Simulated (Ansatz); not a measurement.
Molecular dynamics of H2Si3

Input file:

```yaml
crystal:
  periodic: [false, false, false]
  atoms:
    - { symbol: Si, position_ang: [-1.429802, -1.596074, 0.217651] }
    - { symbol: Si, position_ang: [0.540156, -1.909201, -0.840829] }
    - { symbol: Si, position_ang: [-0.082706, 0.108177, -0.557864] }
    - { symbol: H, position_ang: [1.506173, -2.961021, -0.622093] }
    - { symbol: H, position_ang: [0.759345, 1.149899, 0.21555] }
magnetization:
  spin_polarized: true
basis:
  gaussian: { orbitals: def2-SVP }
hamiltonian:
  xc: pbe0
  dispersion: d4
md:
  timestep: 4.0
  n_steps: 120
  ensemble: nvt_langevin
  temperature: 500.0
  initial_velocities: maxwell_boltzmann
  seed: 783291
  friction: 0.001
```

Run as:

```bash
$ ansatz run input.yaml --threads 1 --pin off --max-ram 2048MiB --backend cpu --events-out ev --progress --plain --runs-dir out
```

It goes on from the last frame of an earlier run, with new velocities.

Output, in part (step lines, the closing report, with atoms numbered from 0):

```
md step     0: t =     0.00 fs  T =   400.0 K  F+E_penalty+E_count = -23644.84967856 eV  E_kin = 0.258520 eV  (47 SCF iters)
[... lines left out ...]
Total energy: -23639.32543617 eV, -868.7291864689 hartree
Atom 0 at    -1.036641    -1.774797    -0.749276 Å, force    -0.202524     0.343832    -0.357111 eV/Å
Atom 1 at     0.428242    -2.501003     0.714467 Å, force     0.477713     0.204350     0.196808 eV/Å
Atom 2 at     0.821565    -0.421774    -0.338476 Å, force    -0.275190    -0.548181     0.160304 eV/Å
Atom 3 at   -82.363986   -43.539360   -73.975459 Å, force     0.000000    -0.000000    -0.000000 eV/Å
Atom 4 at    30.524913    76.670052     5.186698 Å, force     0.000000    -0.000000    -0.000000 eV/Å
Dipole moment:    -0.006137    -0.015758     0.005820 e Å
```

The steps, from the saved trajectory:

| time (fs) | T (K) | potential energy less start (eV) |
| --- | --- | --- |
| 0.0 | 400 | 0.000 |
| 16.0 | 532 | -0.120 |
| 32.0 | 882 | -0.421 |
| 48.0 | 223 | 0.048 |
| 64.0 | 763 | -0.287 |
| 80.0 | 653 | -0.205 |
| 96.0 | 408 | -0.051 |
| 112.0 | 884 | -0.088 |
| 128.0 | 490 | -0.060 |
| 144.0 | 854 | 0.463 |
| 160.0 | 9519 | 2.572 |
| 176.0 | 7528 | 2.928 |
| 192.0 | 6876 | 3.468 |
| 208.0 | 9315 | 4.301 |
| 224.0 | 6757 | 5.743 |
| 240.0 | 7025 | 5.570 |
| 256.0 | 32868 | 5.832 |
| 272.0 | 31627 | 5.705 |
| 288.0 | 30813 | 5.660 |
| 304.0 | 29460 | 5.929 |
| 320.0 | 28392 | 5.966 |
| 336.0 | 28025 | 5.727 |
| 352.0 | 27585 | 5.671 |
| 368.0 | 26116 | 5.797 |
| 384.0 | 24721 | 6.220 |
| 400.0 | 24518 | 5.966 |
| 416.0 | 24157 | 5.651 |
| 432.0 | 22969 | 5.706 |
| 448.0 | 22098 | 6.013 |
| 464.0 | 21287 | 6.082 |
| 480.0 | 21754 | 5.524 |

All steps were run. The temperature shot up to 33000 K, far beyond the bath's, so the integration failed: the time step of 4 fs is too long for the fastest motions that this run met, and the later frames carry no physical meaning.

Parted: Si2–H4 1.44 → 118.82 Å, Si3–H5 1.55 → 82.80 Å. It ends as H + H + Si3. Pairs count as bonded within 1.25 times the sum of covalent radii (0.12 Å more for H–H).

Last frame:

```xyz
5
Properties=species:S:1:pos:R:3
Si -1.037 -1.775 -0.749
Si 0.428 -2.501 0.715
Si 0.822 -0.422 -0.339
H -82.364 -43.539 -73.975
H 30.525 76.670 5.187
```

Run time: 5.4 min on 1 CPU thread of a shared host.
